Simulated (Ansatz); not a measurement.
Ideal-gas functions of `F[C]1OC1(F)F` radical at 400 K and 1 bar, from an Ansatz frequency run at PBE0-D4/def2-TZVP.

Molar mass 97.02 g/mol, point group C1 (symmetry number 1), electronic degeneracy 2, moments of inertia 71.187, 165.516, 190.519 u Å². Harmonic wavenumbers (cm⁻¹, unscaled): 200, 298, 487, 519, 574, 670, 780, 894, 1195, 1198, 1291, 1593.

Use S(trans) = R[1.5 ln M + 2.5 ln T − 1.1517]; rotational temperatures θ = 24.2544 K / I; S(rot) = R[ln(√π/σ · √(T³/θAθBθC)) + 1.5]; for each mode x = 1.438777 ν̃/T, S = R[x/(eˣ − 1) − ln(1 − e⁻ˣ)] and H = RT x/(eˣ − 1); 1 cm⁻¹ = 0.0119627 kJ/mol; R = 8.31446 J/(mol·K).

By hand: the entropy, in J/(mol·K).

Translation 172.0. Rotation: θ = 0.3407, 0.1465, 0.1273 K, giving 113.0. Vibration, mode by mode: 11.23, 8.12, 4.64, 4.24, 3.62, 2.76, 2.02, 1.46, 0.61, 0.60, 0.46, 0.18, in all 39.9. Electronic 5.8. Sum 330.7 J/(mol·K).

By hand: H − E and G − E in kJ/mol, counted from the electronic energy.

Zero-point energy ½ × 9699 × 0.0119627 = 58.0; thermal vibration 9.9; translation, rotation and pV give 4 RT = 13.3. H − E = 81.2 kJ/mol, and G − E = 81.2 − 400 × 330.7/1000 = -51.1 kJ/mol.

Vibration gives 12 % of the entropy. The sum counts one conformer and one mirror image; others add a mixing term.
